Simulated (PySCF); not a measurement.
Ligands exchanged one at a time, Al H-F. Isolated molecules, 0 K electronic values unless said otherwise. Strings in code marks are SMILES.

The T1 excitation (TDA) from two functionals at the same geometries (CAM-B3LYP-D3(BJ)/def2-TZVP), both in PySCF: PBE-D3(BJ)/def2-TZVP and CAM-B3LYP-D3(BJ)/def2-TZVP. Excitations are Tamm–Dancoff values on a coarser integration grid. The basis has no diffuse functions, so Rydberg states are missing or too high.

```
species                                     PBE-D3(BJ)/def2-TZVP (eV)
------------------------------------------  -------------------------
1 of 3 H replaced by F                                           4.98
2 of 3 H replaced by F (`[F][AlH][F]`)                           6.50
3 of 3 H replaced by F (`[F][Al]([F])[F]`)                       7.13
```

### Question
What does CAM-B3LYP-D3(BJ)/def2-TZVP give for each?

### Answer

- 1 of 3 H replaced by F: 5.42
- 2 of 3 H replaced by F (`[F][AlH][F]`): 7.03
- 3 of 3 H replaced by F (`[F][Al]([F])[F]`): 8.29
Over these rows, drawn at random from the members with no instability flagged (it was tested for open shells, ions and some series alone), PBE minus CAM-B3LYP-D3(BJ): mean -0.71 eV, from -1.16 eV to -0.44 eV.
